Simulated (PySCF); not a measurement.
Z-3-amino-2-propenenitrile, C3H4N2.
Atom-mapped SMILES: `[N:1]#[C:2]/[CH:3]=[CH:4]\[NH2:5]` (hydrogens: H6 on C3; H7 on C4; H8, H9 on N5)

The same species was optimised twice, with GFN2-xTB and with PBE0-D3(BJ)/def2-SVP (PySCF), and the same property calculations (PySCF, gas phase) were run on both structures.

| coordinate | GFN2-xTB | PBE0-D3(BJ)/def2-SVP | change |
| --- | --- | --- | --- |
| C2–C3 (Å) | 1.399 | 1.416 | +0.017 |
| N1≡C2 (Å) | 1.150 | 1.164 | +0.014 |
| C3=C4 (Å) | 1.348 | 1.361 | +0.013 |
| C4–H7 (Å) | 1.082 | 1.094 | +0.012 |
| C3–H6 (Å) | 1.078 | 1.090 | +0.012 |
| C4–N5 (Å) | 1.356 | 1.347 | -0.009 |
| N5–H9 (Å) | 1.007 | 1.013 | +0.006 |
| N5–H8 (Å) | 1.003 | 1.007 | +0.004 |
| C4–N5–H9 (°) | 117.6 | 120.3 | +2.7 |
| C2–C3–H6 (°) | 117.1 | 119.3 | +2.2 |
| N1–C2–C3 (°) | 178.5 | 176.7 | -1.8 |
| C3–C4–N5 (°) | 124.6 | 126.2 | +1.6 |
| C3–C4–H7 (°) | 120.1 | 118.7 | -1.4 |
| C2–C3–C4 (°) | 121.8 | 120.4 | -1.4 |
| C4–N5–H8 (°) | 120.0 | 121.1 | +1.1 |
| C4–C3–H6 (°) | 121.1 | 120.3 | -0.8 |

Rotational constants: A = 13295, B = 3687, C = 2889 MHz (GFN2-xTB) against A = 12907, B = 3670, C = 2858 MHz (PBE0-D3(BJ)/def2-SVP).

On the GFN2-xTB structure: HOMO (eV) -6.68 [PBE0/pcSseg-1]; LUMO (eV) -0.60 [PBE0/pcSseg-1]; dipole (D) 5.26 [PBE0/pcSseg-1]; GIAO shielding of N1 (ppm) -56.4 [PBE0/pcSseg-1]; GIAO shielding of C2 (ppm) 66.1 [PBE0/pcSseg-1]; GIAO shielding of C3 (ppm) 118.5 [PBE0/pcSseg-1]; GIAO shielding of C4 (ppm) 32.5 [PBE0/pcSseg-1]; GIAO shielding of N5 (ppm) 173.8 [PBE0/pcSseg-1].

Q: What do these properties become on the PBE0-D3(BJ)/def2-SVP structure?

A: 
| property | level | on GFN2-xTB | on PBE0-D3(BJ)/def2-SVP | change |
| --- | --- | --- | --- | --- |
| HOMO (eV) | PBE0/pcSseg-1 | -6.68 | -6.59 | +0.09 |
| LUMO (eV) | PBE0/pcSseg-1 | -0.60 | -0.55 | +0.05 |
| dipole (D) | PBE0/pcSseg-1 | 5.26 | 5.44 | +0.18 |
| energy, GFN2-xTB geometry as zero (kcal/mol) | PBE0/pcSseg-1 | 0.0 | -0.4 | -0.4 |
| GIAO shielding of N1 (ppm) | PBE0/pcSseg-1 | -56.4 | -62.0 | -5.6 |
| GIAO shielding of C2 (ppm) | PBE0/pcSseg-1 | 66.1 | 63.5 | -2.6 |
| GIAO shielding of C3 (ppm) | PBE0/pcSseg-1 | 118.5 | 117.7 | -0.8 |
| GIAO shielding of C4 (ppm) | PBE0/pcSseg-1 | 32.5 | 31.7 | -0.8 |
| GIAO shielding of N5 (ppm) | PBE0/pcSseg-1 | 173.8 | 172.2 | -1.6 |

The heavy atoms differ by 0.020 Å rms after alignment. Among all bonds C2–C3 changes most (+0.017 Å). Changes are differences of the printed values. Neither structure is proved a minimum here.

Conformer computed: `[N:1]#[C:2]/[CH:3]=[CH:4]\[NH2:5]`: H–N5–C4–C3 175°, H–N5–C4–C3 3°.
